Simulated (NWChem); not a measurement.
# One shape, several levels: C2H5F (SMILES CCF)

Aim: a comparison of 4 runs (TPSS/aug-cc-pVDZ, BLYP/aug-cc-pVDZ, PBE/aug-cc-pVDZ, revPBE/aug-cc-pVDZ) of C2H5F. 

The calculation is run with NWChem 7.3.0.

## Step 1: The molecule

C2H5F has 8 atoms, charge 0, and is taken as a singlet. As SMILES, `CCF`. The coordinates come from a PBE0-D4/def2-TZVP relaxation.

Bond lengths: C1–C2 1.504 Å, C2–F3 1.386 Å, C1–H4 1.093 Å, C1–H5 1.092 Å, C1–H6 1.091 Å, C2–H7 1.094 Å, C2–H8 1.094 Å. Some angles: C1–C2–F3 110.1°, C1–C2–H7 111.6°, C1–C2–H8 111.6°, F3–C2–H7 107.4°, F3–C2–H8 107.4°, C2–C1–H4 109.9°, C2–C1–H5 110.8°, C2–C1–H6 110.8°, H7–C2–H8 108.6°, H4–C1–H5 108.4°.

## Step 2: Energy and gradient at TPSS/aug-cc-pVDZ (run 1)

File job.nw:

```
START job
memory total 2200 mb
charge 0

GEOMETRY units atomic noautosym nocenter noautoz
C  -0.81579477  1.07128574 -0.50002153
C   0.71507237 -1.13213492  0.43558187
F   3.14318146 -0.35224495  1.03273533
H  -2.72857555  0.44862098 -0.96867361
H   0.03514891  1.88689154 -2.19283820
H  -0.94542998  2.53790219  0.94448512
H   0.87683292 -2.61065664 -1.00117690
H  -0.10639158 -1.95775627  2.14446121
END

BASIS spherical bse
* library aug-cc-pVDZ
END

DFT
xc xtpss03 ctpss03
grid fine
convergence energy 1e-08
maxiter 100
mulliken
print low
END

TASK dft gradient
```

The run is started by

```
$ nwchem job.nw > job.out
```

The program printed:

```text
[...]
 d= 0,ls=0.0,diis     1   -179.0514135343 -2.58D+02  1.16D-02  4.51D-01     2.2
[...]
 d= 0,ls=0.0,diis     8   -179.1054540003  3.80D-09  1.95D-06  1.36D-07    14.9
         Total DFT energy =     -179.105454000339
      One electron energy =     -402.138172283766
           Coulomb energy =      166.831738107199
    Exchange-Corr. energy =      -23.214988993349
 Nuclear repulsion energy =       79.415969169577
[...]
      Total Density - Mulliken Population Analysis
     ---------------------------------------------
    Atom       Charge   Shell Charges
 -----------   ------   -------------------------------------------------------
    1 C    6     5.55   2.02  0.66  0.23  0.15  2.15  0.32 -0.02  0.05 -0.02
    2 C    6     5.08   2.02  0.68  0.23 -0.06  2.03  0.10 -0.04  0.12  0.01
    3 F    9     9.42   2.01  0.90  1.05  0.09  3.33  1.92  0.11  0.00  0.02
    4 H    1     1.12   0.78  0.37  0.00  0.03 -0.05
    5 H    1     1.15   0.78  0.36  0.01  0.03 -0.04
    6 H    1     1.15   0.78  0.36  0.01  0.03 -0.04
    7 H    1     1.27   0.80  0.48  0.00  0.02 -0.04
    8 H    1     1.27   0.80  0.48  0.00  0.02 -0.04
[...]
                         DFT ENERGY GRADIENTS
    atom               coordinates                        gradient
                 x          y          z           x          y          z
   1 C      -0.815795   1.071286  -0.500022    0.001315  -0.003513   0.001196
   2 C       0.715072  -1.132135   0.435582    0.014771   0.007550   0.003012
   3 F       3.143181  -0.352245   1.032735   -0.020818  -0.006183  -0.005219
   4 H      -2.728576   0.448621  -0.968674    0.005883   0.002270   0.001367
   5 H       0.035149   1.886892  -2.192838   -0.002503  -0.002452   0.005276
   6 H      -0.945430   2.537902   0.944485    0.000537  -0.004500  -0.004490
   7 H       0.876833  -2.610657  -1.001177   -0.001104   0.004420   0.004272
   8 H      -0.106392  -1.957756   2.144461    0.001919   0.002408  -0.005414
 Task  times  cpu:       20.8s     wall:       20.8s
 Total times  cpu:       20.9s     wall:       20.9s
```

It took 22 s on 1 thread of AMD EPYC 9R45 (Zen 5), shared host; peak memory 0.12 GiB.

## Step 3: Energy and forces at BLYP/aug-cc-pVDZ (run 2)

File run.py:

```python
from ase import Atoms
from ase.calculators.nwchem import NWChem

molecule = Atoms('CCFHHHHH', positions=[
    [-0.431700, 0.566900, -0.264600],
    [0.378400, -0.599100, 0.230500],
    [1.663300, -0.186400, 0.546500],
    [-1.443900, 0.237400, -0.512600],
    [0.018600, 0.998500, -1.160400],
    [-0.500300, 1.343000, 0.499800],
    [0.464000, -1.381500, -0.529800],
    [-0.056300, -1.036000, 1.134800],
])

calc = NWChem(
    label='geom',
    theory='dft',
    memory='2200 mb',
    basis='aug-cc-pVDZ',
    basispar='spherical bse',
    dft={'xc': 'becke88 lyp', 'mult': '1', 'grid': 'fine', 'convergence': 'energy 1e-08', 'iterations': '100', 'mulliken': None},
)
molecule.calc = calc

forces = molecule.get_forces()
print(f"energy = {molecule.get_potential_energy():.6f} eV")
print("forces (eV/A):")
for s, f in zip(molecule.symbols, forces):
    print(f"{s:2s} {f[0]:10.5f} {f[1]:10.5f} {f[2]:10.5f}")
print("dipole (e A):", molecule.get_dipole_moment().round(4))
```

The run is started by

```
$ export ASE_NWCHEM_COMMAND="nwchem PREFIX.nwi > PREFIX.nwo"
$ python run.py
```

The program printed:

```text
energy = -4871.363862 eV
forces (eV/A):
C    -0.10012    0.15730   -0.06675
C    -0.82476   -0.38664   -0.17566
F     1.36011    0.39050    0.34386
H    -0.43035   -0.13401   -0.10670
H     0.17288    0.18985   -0.38561
H    -0.04638    0.33697    0.31794
H     0.04654   -0.35157   -0.32303
H    -0.17792   -0.20235    0.39585
dipole (e A): [-0.3658 -0.0719 -0.0994]
```

The calculator wrote geom.nwi:

```
title "geom"

permanent_dir geom

scratch_dir geom

start geom

geometry units angstrom nocenter noautosym noautoz
  C  -4.3169999999999997e-01 5.6689999999999996e-01 -2.6460000000000000e-01
  C  3.7840000000000001e-01 -5.9909999999999997e-01 2.3050000000000001e-01
  F  1.6633000000000000e+00 -1.8640000000000001e-01 5.4649999999999999e-01
  H  -1.4439000000000000e+00 2.3740000000000000e-01 -5.1259999999999994e-01
  H  1.8599999999999998e-02 9.9850000000000005e-01 -1.1604000000000001e+00
  H  -5.0029999999999997e-01 1.3430000000000000e+00 4.9980000000000002e-01
  H  4.6400000000000002e-01 -1.3815000000000000e+00 -5.2980000000000005e-01
  H  -5.6300000000000003e-02 -1.0360000000000000e+00 1.1348000000000000e+00
end

memory 2200 mb

basis spherical bse noprint
   * library aug-cc-pVDZ
end

dft
  xc becke88 lyp
  mult 1
  grid fine
  convergence energy 1e-08
  iterations 100
  mulliken
end

task dft gradient
```

geom.nwo:

```text
Northwest Computational Chemistry Package (NWChem) 7.3.0
             --------------------------------------------------------

           Job information
           ---------------

    nwchem branch   = 7.3.0
    use scalapack   = T
    input           = geom.nwi
    prefix          = geom.
    data base       = geom/geom.db
    status          = startup
    nproc           =        1

           Memory information
           ------------------

    heap     =     72089596 doubles =      550.0 Mbytes
    stack    =     72089601 doubles =      550.0 Mbytes
    global   =    144179200 doubles =     1100.0 Mbytes (distinct from heap & stack)
    total    =    288358397 doubles =     2200.0 Mbytes
    verify   = yes
    hardfail = no

[... 107 lines left out ...]
  convergence criterion.
[... 36 lines left out ...]
          Spatial weights used:  Erf1
[... 74 lines left out ...]
         Total DFT energy =     -179.019321471032
[... 3 lines left out ...]
 Nuclear repulsion energy =       79.415974871417
[... 871 lines left out ...]
          Convergence on gradient requested:  5.00D-04
[... 23 lines left out ...]
          total energy or number of iterations.
[... 26 lines left out ...]
                         DFT ENERGY GRADIENTS

    atom               coordinates                        gradient
                 x          y          z           x          y          z
   1 C      -0.815795   1.071286  -0.500021    0.001947  -0.003059   0.001298
   2 C       0.715072  -1.132135   0.435582    0.016039   0.007519   0.003416
   3 F       3.143181  -0.352245   1.032735   -0.026450  -0.007594  -0.006687
[... 4 lines of this table left out ...]
   8 H      -0.106392  -1.957756   2.144461    0.003460   0.003935  -0.007698

                 ----------------------------------------
                 |  Time  |  1-e(secs)   |  2-e(secs)   |
                 ----------------------------------------
                 |  CPU   |       0.01   |       3.48   |
                 ----------------------------------------
                 |  WALL  |       0.01   |       3.48   |
                 ----------------------------------------

 Task  times  cpu:       20.8s     wall:       20.8s
 Total times  cpu:       20.8s     wall:       20.8s
```

Wall time 22 s (1 thread of AMD EPYC 9R45 (Zen 5), shared host); peak memory 0.12 GiB.

Run 3 isn't shown in full; the table further down has it.

## Step 4: Energy and gradient at revPBE/aug-cc-pVDZ (run 4)

File run.py:

```python
from ase import Atoms
from ase.calculators.nwchem import NWChem

mol = Atoms(['C', 'C', 'F', 'H', 'H', 'H', 'H', 'H'], positions=[
    [-0.431700, 0.566900, -0.264600],
    [0.378400, -0.599100, 0.230500],
    [1.663300, -0.186400, 0.546500],
    [-1.443900, 0.237400, -0.512600],
    [0.018600, 0.998500, -1.160400],
    [-0.500300, 1.343000, 0.499800],
    [0.464000, -1.381500, -0.529800],
    [-0.056300, -1.036000, 1.134800],
])

calc = NWChem(
    label='c2h5f',
    theory='dft',
    memory='2200 mb',
    basis='aug-cc-pVDZ',
    basispar='spherical bse',
    dft={'xc': 'revpbe cpbe96', 'mult': '1', 'grid': 'fine', 'convergence': 'energy 1e-08', 'iterations': '100', 'mulliken': None},
)
mol.calc = calc

forces = mol.get_forces()
e = mol.get_potential_energy()
print(f"E = {e:.6f} eV")
print("forces (eV/A):")
for s, f in zip(mol.symbols, forces):
    print(f"{s:2s} {f[0]:10.5f} {f[1]:10.5f} {f[2]:10.5f}")
print("dipole (e A):", mol.get_dipole_moment().round(4))
```

The run is started by

```
$ export ASE_NWCHEM_COMMAND="nwchem PREFIX.nwi > PREFIX.nwo"
$ python run.py
```

The program printed:

```text
E = -4871.472661 eV
forces (eV/A):
C    -0.06824    0.08510   -0.04186
C    -0.66905   -0.21844   -0.16188
F     1.22343    0.33321    0.31301
H    -0.44902   -0.13822   -0.11164
H     0.17869    0.19854   -0.40454
H    -0.05101    0.35255    0.33229
H     0.03934   -0.38736   -0.35276
H    -0.20425   -0.22538    0.42732
dipole (e A): [-0.3569 -0.0688 -0.0973]
```

The calculator wrote c2h5f.nwi:

```
title "c2h5f"

permanent_dir c2h5f

scratch_dir c2h5f

start c2h5f

geometry units angstrom nocenter noautosym noautoz
  C  -4.3169999999999997e-01 5.6689999999999996e-01 -2.6460000000000000e-01
  C  3.7840000000000001e-01 -5.9909999999999997e-01 2.3050000000000001e-01
  F  1.6633000000000000e+00 -1.8640000000000001e-01 5.4649999999999999e-01
  H  -1.4439000000000000e+00 2.3740000000000000e-01 -5.1259999999999994e-01
  H  1.8599999999999998e-02 9.9850000000000005e-01 -1.1604000000000001e+00
  H  -5.0029999999999997e-01 1.3430000000000000e+00 4.9980000000000002e-01
  H  4.6400000000000002e-01 -1.3815000000000000e+00 -5.2980000000000005e-01
  H  -5.6300000000000003e-02 -1.0360000000000000e+00 1.1348000000000000e+00
end

memory 2200 mb

basis spherical bse noprint
   * library aug-cc-pVDZ
end

dft
  xc revpbe cpbe96
  mult 1
  grid fine
  convergence energy 1e-08
  iterations 100
  mulliken
end

task dft gradient
```

c2h5f.nwo:

```text
Northwest Computational Chemistry Package (NWChem) 7.3.0
             --------------------------------------------------------

           Job information
           ---------------

    nwchem branch   = 7.3.0
    use scalapack   = T
    input           = c2h5f.nwi
    prefix          = c2h5f.
    data base       = c2h5f/c2h5f.db
    status          = startup
    nproc           =        1

           Memory information
           ------------------

    heap     =     72089596 doubles =      550.0 Mbytes
    stack    =     72089601 doubles =      550.0 Mbytes
    global   =    144179200 doubles =     1100.0 Mbytes (distinct from heap & stack)
    total    =    288358397 doubles =     2200.0 Mbytes
    verify   = yes
    hardfail = no

[... 109 lines left out ...]
  convergence criterion.
[... 37 lines left out ...]
          Spatial weights used:  Erf1
[... 74 lines left out ...]
         Total DFT energy =     -179.023319740030
[... 3 lines left out ...]
 Nuclear repulsion energy =       79.415974871417
[... 871 lines left out ...]
          Convergence on gradient requested:  5.00D-04
[... 24 lines left out ...]
          total energy or number of iterations.
[... 26 lines left out ...]
                         DFT ENERGY GRADIENTS

    atom               coordinates                        gradient
                 x          y          z           x          y          z
   1 C      -0.815795   1.071286  -0.500021    0.001327  -0.001655   0.000814
   2 C       0.715072  -1.132135   0.435582    0.013011   0.004248   0.003148
   3 F       3.143181  -0.352245   1.032735   -0.023792  -0.006480  -0.006087
[... 4 lines of this table left out ...]
   8 H      -0.106392  -1.957756   2.144461    0.003972   0.004383  -0.008310

                 ----------------------------------------
                 |  Time  |  1-e(secs)   |  2-e(secs)   |
                 ----------------------------------------
                 |  CPU   |       0.01   |       3.51   |
                 ----------------------------------------
                 |  WALL  |       0.01   |       3.51   |
                 ----------------------------------------

 Task  times  cpu:       20.9s     wall:       20.9s
 Total times  cpu:       21.0s     wall:       21.0s
```

It took 22 s on 1 thread of AMD EPYC 9R45 (Zen 5), shared host; peak memory 0.12 GiB.

## Step 5: All runs side by side

| run | level | energy (Eh) | largest force (eV/Å) | wall time |
| --- | --- | --- | --- | --- |
| 1 | TPSS/aug-cc-pVDZ | -179.105454 | 1.149 | 22 s |
| 2 | BLYP/aug-cc-pVDZ | -179.019321 | 1.456 | 22 s |
| 3 | PBE/aug-cc-pVDZ | -178.870129 | 1.070 | 21 s |
| 4 | revPBE/aug-cc-pVDZ | -179.023320 | 1.306 | 22 s |

## Step 6: What came out

| quantity | value |
| --- | --- |
| run 4: total energy | -179.02332 Eh |
| run 4: dipole moment | 1.81 D |
| run 4: HOMO energy | -7.65 eV |
| run 4: LUMO energy | -0.52 eV |
| run 4: HOMO–LUMO gap | 7.14 eV |
| run 4: largest force on an atom | 1.306 eV/Å |

What this shows: Over runs 2, 3, 4 the dipole moment (its size) runs from 1.81 D (revPBE/aug-cc-pVDZ) to 1.85 D (BLYP/aug-cc-pVDZ). Over runs 2, 3, 4 the HOMO–LUMO gap runs from 7.11 eV (BLYP/aug-cc-pVDZ) to 7.22 eV (PBE/aug-cc-pVDZ). Totals of different functionals can't be ranked against each other. All runs together took 86 s, the longest 22 s.
